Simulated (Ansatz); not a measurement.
A run on C$_{4}$H$_{6}$ClF (`C=CCC(F)Cl`) with other settings.

```yaml
crystal:
  periodic: [false, false, false]
  atoms:
    - {symbol: C, position_ang: [0.199903, 1.825406, 0.920809]}
    - {symbol: C, position_ang: [0.373007, 0.981222, -0.029678]}
    - {symbol: C, position_ang: [0.398122, -0.584519, 0.153585]}
    - {symbol: C, position_ang: [-0.548397, -1.470525, -0.753156]}
    - {symbol: F, position_ang: [-0.553781, -1.139033, -1.911371]}
    - {symbol: Cl, position_ang: [-2.159476, -1.142899, -0.146579]}
    - {symbol: H, position_ang: [0.270878, 1.583157, 1.993012]}
    - {symbol: H, position_ang: [0.206825, 2.943472, 0.744678]}
    - {symbol: H, position_ang: [0.263382, 1.325266, -1.112556]}
    - {symbol: H, position_ang: [1.480767, -0.709189, -0.334389]}
    - {symbol: H, position_ang: [0.584867, -0.770731, 1.153097]}
    - {symbol: H, position_ang: [-0.244044, -2.355533, -0.523837]}
basis:
  gaussian: {orbitals: def2-SVPD}
hamiltonian: {xc: {name: RPBE}}
output: {forces: true}
```

```sh
$ ansatz run in.yaml --threads 4 --pin off --events-out ev --progress --plain --max-ram 10444MiB
```

Shortened log:

```
Functional definition: RPBE
1521 factors; their error is unknown
mean field evaluation 1: about -19464.1125 eV, gradient 5.8e1 eV
mean field evaluation 2: about -19451.4714 eV, gradient 8.8e1 eV
mean field evaluation 4: about -19472.8222 eV, gradient 6.9e0 eV
mean field evaluation 8: about -19472.9428 eV, gradient 3.6e-1 eV
mean field evaluation 16: about -19472.8554 eV, gradient 2.8e-3 eV
mean field -19472.85539256 eV, -715.6142365012 hartree, gradient 2.4e-5 eV, S^2 0.000000; 0 other end points of the search recorded, 0 dependent functions left out
reference -19472.85544389 eV, -715.6142383873 hartree; 28, 28 occupied and 150, 150 virtual orbitals, 1521 factors
Total energy: -19472.85544389 eV, -715.6142383873 hartree
Atom 0 at     0.199903     1.825406     0.920809 Å, force     0.409461     4.162406     3.255227 eV/Å
Atom 1 at     0.373007     0.981222    -0.029678 Å, force    -1.501113    -3.794250    -4.045854 eV/Å
Atom 2 at     0.398122    -0.584519     0.153585 Å, force     3.308290     2.767698    -4.648023 eV/Å
Atom 3 at    -0.548397    -1.470525    -0.753156 Å, force    -0.414986     5.490958     8.548817 eV/Å
Atom 4 at    -0.553781    -1.139033    -1.911371 Å, force     0.937023     2.005330    -9.641734 eV/Å
Atom 5 at    -2.159476    -1.142899    -0.146579 Å, force    -2.451831    -0.368001     1.150845 eV/Å
Atom 6 at     0.270878     1.583157     1.993012 Å, force    -0.247842    -0.278317     0.031388 eV/Å
Atom 7 at     0.206825     2.943472     0.744678 Å, force    -0.175025    -0.878828    -0.032309 eV/Å
Atom 8 at     0.263382     1.325266    -1.112556 Å, force     0.417442    -0.310576     1.000172 eV/Å
Atom 9 at     1.480767    -0.709189    -0.334389 Å, force    -1.462484    -0.556646     0.663863 eV/Å
Atom 10 at     0.584867    -0.770731     1.153097 Å, force    -0.329151    -1.175298     2.704907 eV/Å
Atom 11 at    -0.244044    -2.355533    -0.523837 Å, force     1.510216    -7.064477     1.012702 eV/Å
Dipole moment:     0.381441    -0.103757     0.056459 e Å
```

Run time 2.3 s (4 threads of an Arm Neoverse V2 on a shared host); peak host memory 0.25 GiB.
